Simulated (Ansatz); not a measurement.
## Ansatz (development build ahead of 0.2.0) run

```yaml
crystal:
  periodic: [false, false, false]
  atoms:
    - { symbol: F, position_ang: [0.0, 0.0, -1.23537] }
    - { symbol: H, position_ang: [0.0, 0.0, 0.0] }
    - { symbol: F, position_ang: [0.0, 0.0, 1.23537] }
basis:
  gaussian: { orbitals: cc-pVTZ }
total_charge: -1
hamiltonian:
  xc: hf
```

The input is written out in the form of the current development build from the run's settings.

Results

| Item | Value |
| --- | --- |
| Converged | yes |
| Total energy | -199.54807 hartree |
| Spin squared of the determinant | 0.000 |

Caution: stretched shape with no unrestricted run beside it, a lower state can exist; no diffuse functions for an anion.
